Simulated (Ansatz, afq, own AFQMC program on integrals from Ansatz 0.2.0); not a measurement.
# Where AFQMC and coupled cluster stand for Si$_{2}$H$_{2}$, singlet

| atom | x (Å) | y (Å) | z (Å) |
| --- | --- | --- | --- |
| Si | 0.0000 | 0.0641 | 1.0054 |
| Si | 0.0000 | -0.0046 | -1.0948 |
| H | 0.0000 | -0.3818 | 2.4302 |
| H | 0.0000 | -1.2748 | 0.0623 |

Connectivity, by distances: SiH–Si, 1 bridging H.

Basis cc-pVDZ. Only valence electrons are correlated. Ansatz 0.2.0 and our own AFQMC program on the same integrals; the CISD trial comes from CCSD amplitudes, and released means the phaseless constraint is let go. Free AFQMC starts from the CCSD state and is never constrained. Its projection time is finite, and what remains of the start isn't in its error. Error bars are statistical, one sigma.

Determinant: RHF, the one that the program's search chose, which needn't be the lowest solution. The geometry is a PBE0/def2-TZVP stationary point of this or a neighbouring charge and spin state.

No full CI on the walks' own integrals is used here; CCSDT(Q) serves as the reference and is uncertain by about the last step of the cluster series.

Cautions: higher spins were not checked; restricted determinant unstable towards unrestricted (UHF 56 meV lower, ⟨S²⟩ 0.34).

```
T1 diagnostic                               : 0.0194
weight of the determinant in the CISD state : 0.838
size of the correlated space                : 10 electrons in 36 orbitals
```

```tsv
level	correlation energy (eV)
MP2	-5.1921
CCSD	-6.0759
CCSD(T)	-6.3903
```

Problem. Estimate where phaseless AFQMC with a CISD trial lies against CCSD(T) on the same integrals.

Solution. 2.4 ± 1.5 kJ/mol below CCSD(T). The gap is under twice the noise, so this walk alone can't tell the two apart.

Reference: CCSDT(Q), correlation energy -6.452 eV. The released energy is read at 2.40 1/Eh (meV from the phaseless value at times in 1/Eh: 5 ± 17 at 0.24, -4 ± 14 at 0.51, -21 ± 19 at 0.99, -55 ± 19 at 1.62, -38 ± 19 at 2.40).

| level | E − E(reference) (kJ/mol) | share of correlation (%) |
| --- | --- | --- |
| CCSD(T) | 6.0 | 99.04 |
| CCSDT | 2.6 | 99.57 |
| ph-AFQMC/HF | 6.9 ± 5.2 | 98.89 |
| ph-AFQMC/CISD | 3.6 ± 1.5 | 99.42 |
| released AFQMC | 0.0 ± 1.9 | 100.00 |
| free AFQMC | 0.3 ± 1.6 | 99.95 |

Free projections are given only where their last times agree within the noise and don't stop above the reference; a slow remainder of the start can still hide under it. A walk keeps the symmetry of its determinant, which the program's search chose and which needn't be the lowest solution, so a lower state of the same spin and another symmetry isn't excluded. Released energies are given only where the last usable release times agree within the noise; a slower fall can still hide under it.
